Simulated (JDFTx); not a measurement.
Part of a log of JDFTx (a modified build) for hydrogen sulfide, H2S (SMILES S), charge 0, multiplicity 1 (PBE, GBRV ultrasoft potentials, plane waves to 20/100 Ha):

```
unit cell volume = 4086.96
Chosen fftbox size, S = [  84  80  64  ]
unit cell volume = 4086.96
Chosen fftbox size, S = [  80  70  60  ]
  'S' pseudopotential, 'SLA  PW   PBX  PBC' functional
  6 valence electrons, 2 orbitals, 6 projectors, 907 radial grid points, with lMax = 2
  'H' pseudopotential, 'SLA  PW   PBX  PBC' functional
  1 valence electrons, 1 orbitals, 2 projectors, 615 radial grid points, with lMax = 0
Initialized 2 species with 3 total atoms.
Folded 1 k-points by 1x1x1 to 1 k-points.
nElectrons:   8.000000   nBands: 4   nStates: 1
average nbasis = 17441.000 , ideal nbasis = 17459.805
Correction to mu due to finite nuclear width = -0.00194218
   Cavity determined by nc: 0.00037 and sigma: 0.6
   Effective cavity tension: 5.4e-06 Eh/bohr^2 to account for cavitation and dispersion.
[...]
	Linear fluid (dielectric constant: 78.4) occupying 0.885456 of unit cell:	Completed after 22 iterations
[... later lines of the fluid solver are left out ...]
ElecMinimize: Iter:   0  Etot: -11.459340483535984  |grad|_K:  7.718e-05  alpha:  1.000e+00
ElecMinimize: Iter:   1  Etot: -11.459977884525651  |grad|_K:  3.543e-05  alpha:  1.531e+00  linmin: -8.515e-03
ElecMinimize: Iter:   2  Etot: -11.460105305002495  |grad|_K:  1.649e-05  alpha:  1.448e+00  linmin:  1.005e-03
ElecMinimize: Iter:   3  Etot: -11.460128293335266  |grad|_K:  8.065e-06  alpha:  1.213e+00  linmin:  1.719e-04
ElecMinimize: Iter:   4  Etot: -11.460133041247236  |grad|_K:  3.955e-06  alpha:  1.046e+00  linmin:  1.718e-03
ElecMinimize: Iter:   5  Etot: -11.460134332411998  |grad|_K:  1.749e-06  alpha:  1.185e+00  linmin: -3.447e-03
ElecMinimize: Iter:   6  Etot: -11.460134572177948  |grad|_K:  8.116e-07  alpha:  1.121e+00  linmin: -5.169e-03
ElecMinimize: Iter:   7  Etot: -11.460134625907845  |grad|_K:  3.824e-07  alpha:  1.164e+00  linmin: -7.027e-06
ElecMinimize: Iter:   8  Etot: -11.460134637312295  |grad|_K:  1.737e-07  alpha:  1.118e+00  linmin: -8.604e-06
ElecMinimize: Converged (|Delta Etot|<1.000000e-07 for 2 iters).

# Energy components:
   A_diel =       -0.0041809784011861
   Eewald =       -0.5043091807355520
       EH =        8.5898827816631531
     Eloc =      -22.8867443211077379
      Enl =        1.7086515342300013
      Exc =       -4.8934314914120272
 Exc_core =        1.7677270479913170
       KE =        4.7622699704597355
-------------------------------------
     Etot =      -11.4601346373122954
```

Problem. Which solvation model was used?
(A) nonlinear PCM (GLSSA13)
(B) linear PCM (GLSSA13)
(C) SaLSA
(D) CANDLE

Solution. B, linear PCM (GLSSA13). The liquid was water (dielectric constant 78.4), no salt.
